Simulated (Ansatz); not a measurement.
# P⁺, triplet: from triple and quadruple zeta to the limit

A free P cation.

Ansatz 0.2.0, UHF determinant, valence electrons correlated. Energies in eV.

```csv
set,X,functions,Hartree–Fock,MP2 correlation,CCSD(T) correlation,time
def2-TZVPP,3,42,-9261.2795,-1.6918,-2.3086,4.3 s on 1 × NVIDIA H100 80GB HBM3 with 1 thread of AMD EPYC 7R13 Processor (Zen 3) (shared host)
def2-QZVPP,4,70,-9261.5316,-1.8261,-2.4028,"4.1 s on 1 × NVIDIA H100 80GB HBM3 with 1 thread of AMD EPYC 7R13 Processor (Zen 3), with other jobs on the host"
```

Hartree–Fock is taken to follow E(X) = E∞ + A·exp(−7.88·√X), correlation E(X) = E∞ + B·X^−2.97.

Question: Work out the CCSD(T) energy at the limit, and how far the shortcut misses it that extrapolates MP2 and adds CCSD(T) minus MP2 from the smaller set.

Answer: Hartree–Fock: E∞ = E4 + 0.1377·(E4 − E3) = -9261.5664. Correlation: E∞ = E4 + 0.7407·(E4 − E3) = -2.4726 for CCSD(T) and -1.9255 for MP2. The limit is -9264.0390 eV, 0.105 eV below def2-QZVPP. The shortcut gives a correlation energy of -1.9255 + (-0.6168) = -2.5423, 70 meV lower than the direct value.

Past Ne part of the Hartree–Fock step between the two sets comes from the cores, which don't follow the formula, so the 35 meV that it adds to the total can overshoot; that part largely cancels in differences.
